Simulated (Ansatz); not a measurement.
# Worked example: correlation energy of HAlN, quartet

Geometry: a point of a stretch scan, not a stationary point.

```xyz
3

Al    0.0000   -0.1185    0.6098
N     0.0000    0.0936   -1.2974
H     0.0000    1.8718    1.7055
```

Basis 6-31G; Ansatz 0.2.0. Only valence electrons are correlated (noble-gas cores frozen), which leaves 9 electrons in 18 orbitals. Prefix R: restricted or restricted open-shell reference.

Full CI is exact within this basis and frozen core; it isn't the basis-set limit.

Runs differ by some tens of microhartree through their thresholds and, for an open shell, their frozen cores, so steps under 0.03 kcal/mol mean nothing.

```
    level  total energy (hartree)
      RHF             -296.750087
     RMP2             -296.839319
    RCCSD             -296.869914
 RCCSD(T)             -296.873104
   RCCSDT             -296.874246
RCCSDT(Q)             -296.874511
  RCCSDTQ             -296.874549
  full CI             -296.874552
```

Task: What is the correlation energy at full CI, and what share of it do RMP2 and RCCSDT recover?

Result: E(corr) = -296.874552 − (-296.750087) = -0.124465 hartree = -3.387 eV. RMP2: -0.089232 / -0.124465 = 71.69 %. RCCSDT: -0.124159 / -0.124465 = 99.75 %.

Task: By how many kcal/mol does RCCSD(T) miss full CI (1 hartree = 627.509 kcal/mol), and which steps make up the rest?

Result: -296.873104 − (-296.874552) = 0.001448 hartree = 0.91 kcal/mol. Steps: RCCSDT − RCCSD(T) = -0.72, RCCSDT(Q) − RCCSDT = -0.17, RCCSDTQ − RCCSDT(Q) = -0.02, full CI − RCCSDTQ = 0.00 kcal/mol. Differences between like states or geometries often cancel part of this.
